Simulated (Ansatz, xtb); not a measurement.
Relative energy of two isomers of C4H5FO

We compare X, `C=C[C@@H]1O[C@@H]1F`, a singlet, with Y, `C=C[C@@H]1O[C@H]1F`, a singlet. Both are isolated molecules in the gas phase, relaxed with PBE-D3(BJ)/def2-SVP; the shapes shown needn't be the lowest conformers.

X (Å):

```csv
atom,x (Å),y (Å),z (Å)
C,2.5489,0.9540,-1.3680
C,1.7966,1.0559,-0.2571
C,0.8576,0.0055,0.1820
C,0.4444,-0.1068,1.5972
F,0.9844,0.7428,2.5194
O,-0.4454,0.4552,0.7041
H,2.4831,0.0726,-2.0274
H,3.2593,1.7436,-1.6550
H,1.8640,1.9419,0.3952
H,0.7949,-0.8950,-0.4595
H,0.1638,-1.0656,2.0779
```

Y (Å):

```yaml
atoms:
  - { symbol: C, position_ang: [3.1984, 1.1104, -0.3125] }
  - { symbol: C, position_ang: [2.2126, 0.5709, 0.4273] }
  - { symbol: C, position_ang: [0.7828, 0.6594, 0.0734] }
  - { symbol: C, position_ang: [-0.2118, -0.3676, 0.4463] }
  - { symbol: F, position_ang: [-1.3106, -0.5409, -0.3411] }
  - { symbol: O, position_ang: [-0.1702, 0.7981, 1.1861] }
  - { symbol: H, position_ang: [2.9788, 1.6800, -1.2306] }
  - { symbol: H, position_ang: [4.2561, 0.9987, -0.0312] }
  - { symbol: H, position_ang: [2.4453, 0.0137, 1.3515] }
  - { symbol: H, position_ang: [0.5239, 1.2756, -0.8091] }
  - { symbol: H, position_ang: [0.0512, -1.3149, 0.9589] }
```

Energies in hartree; the thermal terms are from PBE-D3(BJ)/def2-SVP harmonic frequencies (ideal gas, rigid rotor, one conformer each, 298.15 K, 1 atm) and include the zero-point energy:

|  | X | Y |
| --- | --- | --- |
| E, CCSD(T)/def2-SVP | −329.324219 | −329.323556 |
| E, MP2/def2-SVP | −329.252819 | −329.252203 |
| E, MP2/def2-TZVPP | −329.871920 | −329.871855 |
| zero-point energy | 0.080474 | 0.080334 |
| H(298 K) − E | 0.087280 | 0.087206 |
| G(298 K) − E | 0.050883 | 0.050687 |

Problem. Correct the CCSD(T) difference for the basis set by the MP2 change, then work out ΔE, ΔE₀, ΔH and ΔG for X → Y in kJ/mol (1 Eh = 2625.50 kJ/mol) and the equilibrium ratio [Y]/[X].

Solution. 1. Differences Y − X: CCSD(T) +0.000663, MP2 in the small set +0.000616, MP2 in the large set +0.000065 Eh.
2. ΔE = +0.000663 + (+0.000065 − (+0.000616)) = +0.000112 Eh = +0.29 kJ/mol.
3. ΔE₀ = ΔE + ΔZPE = +0.000112 + (−0.000140) Eh = −0.07 kJ/mol.
4. ΔH = ΔE + (−0.000074) Eh = +0.10 kJ/mol.
5. ΔG = ΔE + (−0.000196) Eh = −0.22 kJ/mol, so ΔS = (ΔH − ΔG)/T = +1.1 J/(mol K).
6. kT = 0.9442 mEh, so K = [Y]/[X] = exp(−ΔG/kT) = exp(+0.09) ≈ 1.1.

The two are too close for this level to say which is favoured. An error of 4 kJ/mol in ΔG would change K by a factor of 5. Mirror images and further conformers aren't counted.

As drawn, both hold the same kinds of bond in the same numbers.

Other levels gave ΔE = −2.6 (GFN2-xTB); 0.0 (HF/STO-3G, GFN2-xTB geometries); +2.3 (r2SCAN-D4/def2-SVP, GFN2-xTB geometries); +1.4 (PBE-D3(BJ)/def2-SVP); +0.7 (HF/def2-SVP); +1.6 (MP2/def2-SVP); +1.7 (CCSD(T)/def2-SVP) kJ/mol. The correlated steps freeze 6 core orbitals. Programs: Ansatz 0.2.0, xtb 6.7.1.
